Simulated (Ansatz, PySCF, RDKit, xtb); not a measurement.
# [CH7N2]+: a search for the lowest isomer

Only the formula [CH7N2]+ is given (charge +1). Aim: find the structure of lowest free energy at 298.15 K, then its properties.

The funnel: GFN2-xTB relaxations, single points with a density functional, relaxations at PBE-D3(BJ)/def2-SVP, harmonic vibrations, and a last energy at a higher level. All values are calculated.

5 further runs of the same task are left out: 5 set aside as unsound or not needed.

## (1) Drawing up candidates

A program enumerates the bonding patterns with one Lewis structure each (two rings at most, one unusual centre or charged pair), with their diastereomers. O–O, O–halogen and N–halogen bonds and N–N–N chains are not drawn. That gives 5 candidates.

```
label              SMILES     spin
 c120  [CH2-][NH2+][NH3+]  singlet
 c152            NC[NH3+]  singlet
 c294   [NH3+][CH-][NH3+]  singlet
 c455            CN[NH3+]  singlet
 c637            C[NH2+]N  singlet
```

Candidates are built by distance geometry, with a force field where one applies, in up to four conformers (letters a to d).

Q: Predict the outcome of this search (final energies at CCSD(T)/def2-TZVP).

| quantity | value |
| --- | --- |
| lowest structure found | NC[NH3+], singlet, Cs |
| next finalist | C[NH2+]N, singlet, 27.8 kcal/mol higher in G |
| share at equilibrium, among the finalists | 100.0 % |
| harmonic wavenumbers, lowest and highest (PBE-D3(BJ)/def2-SVP) | 185 and 3621 cm⁻¹ |
| rotational constants, same geometry | 1.097, 0.273, 0.2478 cm⁻¹ |
| HOMO energy (PBE0/def2-TZVPD) | -12.77 eV |
| LUMO energy (PBE0/def2-TZVPD) | -4.95 eV |
| HOMO–LUMO gap (PBE0/def2-TZVPD) | 7.82 eV |
| lowest excitation (TD-CAM-B3LYP/def2-SVPD) | 7.10 eV (f = 0.055) |
| strongest of the states computed, same level | 9.06 eV (f = 0.124) |
| lowest triplet excitation, same level, Tamm-Dancoff | 6.65 eV |
| vertical ionisation energy | 15.27 eV |
| vertical recombination energy (electron added) | 3.54 eV |
| vertical triplet less singlet | +6.46 eV |

The lowest structure found is `NC[NH3+]`. Among the finalists first place is clear (27.8 kcal/mol); structures outside the list aren't covered. GFN2-xTB, HF/STO-3G, r2SCAN-D4/def2-SVP, PBE-D3(BJ)/def2-SVP, HF/def2-TZVP and MP2/def2-TZVP already put its bonding pattern lowest among the structures in one piece. Lowest found is not proven lowest: the search is finite, and each finalist counts with one conformer. Patterns outside the rules of the enumeration were met only by chance.
